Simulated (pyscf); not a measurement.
Optimised with ωB97X-D3(BJ)/def2-SVP in PySCF.

Task: What is the homolytic dissociation enthalpy (298 K, ωB97M-D3(BJ)/def2-TZVP) of the C–C bond of C₇H₈ (SMILES Cc1ccccc1), to CH₃• + cyclic C₆H₅ (SMILES [c]1ccccc1) [doublet]?

Result: C–C to CH₃• + cyclic C₆H₅ (SMILES [c]1ccccc1) [doublet]: 4.51 eV. The 7 functionals that were run give +4.07 (r²SCAN) to +4.52 eV (ωB97X-D3(BJ)). Other isomers of cyclic C₆H₅ (SMILES [c]1ccccc1) [doublet] were not searched in full and may lie lower.
